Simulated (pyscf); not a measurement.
Optimised with ωB97X-D3(BJ)/def2-SVP in PySCF.

Task: Estimate by transition-state theory the rate constant of H₂N–BH–OH + hydrogen (H₂) → H₂B–OH + ammonia (NH₃) (singlet surface; B–N, H–H broken, B–H, H–N formed) at 900 K, with ωB97M-D3(BJ)/def2-TZVP energies (ideal gas, 1 atm, RRHO with modes under 100 cm⁻¹ raised to 100, one conformer, R ln 2 for chiral ones without a mode under 150 cm⁻¹; no tunnelling).

Result: The electronic barrier is 47.2 kcal/mol and the thermal terms add +26.9, so ΔG‡ = 74.0 kcal/mol. With k_BT/h = 1.88e+13 s⁻¹ and RT = 1.788 kcal/mol, and a volume of 1.23e-19 cm³ per molecule at 1 atm, k = 2.4e-24 cm³ molecule⁻¹ s⁻¹. Wigner's tunnelling factor for 1519i cm⁻¹ would be 1.25. A shift of 1 kcal/mol in the barrier changes k by a factor 1.7. On the product side the descent ends in an adduct with a B–N contact, 13.1 kcal/mol under the separated species and 36.8 kcal/mol under the saddle at ωB97X-D3(BJ)/def2-TZVP. What is counted as broken (B–N) persists as a longer contact in the product adduct; parting that adduct is a step of its own. At the saddle there is also a short B–H contact that neither side keeps. One saddle was located; it need not be the lowest between these sides.
